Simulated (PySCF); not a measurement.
# PH2 (SMILES [PH2]): UCCSDT/6-31G(d) (spherical functions)

What is the vertical doublet–quartet gap of PH2 at UCCSDT/6-31G* (spherical functions)? 

The results are computed with PySCF 2.14.0.

6 further runs of the same task are left out: 6 set aside as unsound or not needed.

## 1. The system as given

PH2 has 3 atoms, charge 0, and is taken as a doublet. SMILES: `[PH2]`. The coordinates come from a GFN2-xTB relaxation.

Bond lengths: P1–H2 1.392 Å, P1–H3 1.392 Å. Angles: H2–P1–H3 91.4°.

## 2. A single-point energy at UCCSDT/6-31G(d) (spherical functions)

calc.py

```python
from pyscf import gto, scf, cc

mol = gto.Mole()
mol.atom = 'P 0.514470 -0.302750 0.252680; H 0.111510 1.027360 0.172420; H -0.625980 -0.724620 -0.425100'
mol.basis = '6-31g*'
mol.verbose = 4
mol.spin = 1
mol.max_memory = 1860
mol.build()

calc0 = scf.UHF(mol)
calc0.conv_tol = 1e-10
calc0.kernel()
if not calc0.converged:
    calc0 = calc0.newton().run(calc0.mo_coeff, calc0.mo_occ)

mycc = cc.CCSDT(calc0, frozen=5)
mycc.kernel()
e_tot = mycc.e_tot
print('E(%s) = %.9f' % ('CCSDT', e_tot))
```

The run is started by

```sh
$ OMP_NUM_THREADS=1 python calc.py
```

Log:

```text
PySCF version 2.14.0

[INPUT] num. atoms = 3
[INPUT] num. electrons = 17
[INPUT] charge = 0
[INPUT] spin (= nelec alpha-beta = 2S) = 1
[INPUT] symmetry False subgroup None
[INPUT] Mole.unit = angstrom
[INPUT] Symbol           X                Y                Z      unit          X                Y                Z       unit  Magmom
[INPUT]  1 P      0.514470000000  -0.302750000000   0.252680000000 AA    0.972207399305  -0.572114584212   0.477495997155 Bohr   0.0
[INPUT]  2 H      0.111510000000   1.027360000000   0.172420000000 AA    0.210723360150   1.941429031333   0.325826578398 Bohr   0.0
[INPUT]  3 H     -0.625980000000  -0.724620000000  -0.425100000000 AA   -1.182930759455  -1.369333344382  -0.803322575553 Bohr   0.0

nuclear repulsion = 11.6692711396351
number of shells = 12
number of NR pGTOs = 59
number of NR cGTOs = 22
basis = 6-31g*
ecp = {}

[... 61 lines left out ...]
converged SCF energy = -341.847939948184  <S^2> = 0.76257683  2S+1 = 2.0125375
[... 17 lines left out ...]
WARN: A large `blksize_v_aaa` is being used, which may cause large memory consumption
[... 3 lines left out ...]
WARN: A large `blksize_v_aab` is being used, which may cause large memory consumption
[... 6 lines left out ...]
Init t2, MP2 energy = -0.0845263785651911
[... 14 lines left out ...]
UCCSDT converged
[... 3 lines left out ...]
E(CCSDT) = -341.958741832
```

It took 1.8 s on 1 thread of Arm Neoverse V2, shared host; peak memory 0.12 GiB.

## 3. The quartet

calc.py

```python
from pyscf import gto, scf, cc

mol = gto.M(
    atom='''
P      0.514470    -0.302750     0.252680
H      0.111510     1.027360     0.172420
H     -0.625980    -0.724620    -0.425100
''',
    max_memory=1860,
    spin=3,
    verbose=3,
    basis='6-31g*',
)

hf = scf.UHF(mol)
hf.conv_tol = 1e-10
hf.kernel()
if not hf.converged:
    hf = hf.newton().run(hf.mo_coeff, hf.mo_occ)

mycc = cc.CCSDT(hf, frozen=5)
mycc.kernel()
etot = mycc.e_tot
print('E(%s) = %.9f' % ('CCSDT', etot))
```

The run is started by

```sh
$ OMP_NUM_THREADS=1 python calc.py
```

Log:

```text
WARN: HOMO 0.117614920480079 >= LUMO -0.326463425371513

converged SCF energy = -341.632864372056  <S^2> = 3.7555531  2S+1 = 4.0027756
_make_eris_incore_UCCSDT

WARN: A large `blksize_v_aaa` is being used, which may cause large memory consumption
      for storing contraction intermediates. If memory is sufficient, consider using
      `pyscf.cc.uccsdt_highm.UCCSDT` instead.

WARN: A large `blksize_v_aab` is being used, which may cause large memory consumption
      for storing contraction intermediates. If memory is sufficient, consider using
      `pyscf.cc.uccsdt_highm.UCCSDT` instead.

UCCSDT converged
E(UCCSDT) = -341.7240692600478   E_corr = -0.09120488799145984
E_corr(same-spin) = -0.0173700152384098
E_corr(oppo-spin) = -0.0738348727530501
E(CCSDT) = -341.724069260
```

Wall time 1.9 s (1 thread of Arm Neoverse V2, shared host); peak memory 0.12 GiB.

## 4. Outcome

Level: UCCSDT/6-31G* (spherical functions), 5 core orbitals frozen.

```
                                                           quantity          value
                                              doublet: total energy  -341.95874 Eh
                      doublet: dipole moment (Hartree–Fock density)         0.87 D
doublet: HOMO energy (Hartree–Fock orbitals) (highest over α and β)      -10.18 eV
 doublet: LUMO energy (Hartree–Fock orbitals) (lowest over α and β)        1.12 eV
               doublet: correlation energy (5 core orbitals frozen)     -110.8 mEh
                         doublet: ⟨S²⟩ of the reference determinant          0.763
                                             doublet: T1 diagnostic          0.011
                                              quartet: total energy  -341.72407 Eh
                      quartet: dipole moment (Hartree–Fock density)         0.04 D
quartet: HOMO energy (Hartree–Fock orbitals) (highest over α and β)       -4.53 eV
 quartet: LUMO energy (Hartree–Fock orbitals) (lowest over α and β)       -0.60 eV
               quartet: correlation energy (5 core orbitals frozen)      -91.2 mEh
                         quartet: ⟨S²⟩ of the reference determinant          3.756
                                             quartet: T1 diagnostic          0.017
                   vertical energy of the quartet above the doublet       6.386 eV
```

What this shows: At this shape the quartet lies 6.39 eV (147 kcal/mol) above the doublet. Mulliken charges (quartet) of the mean-field density run from -0.07 on H2 to +0.15 on P1; they depend strongly on the basis.
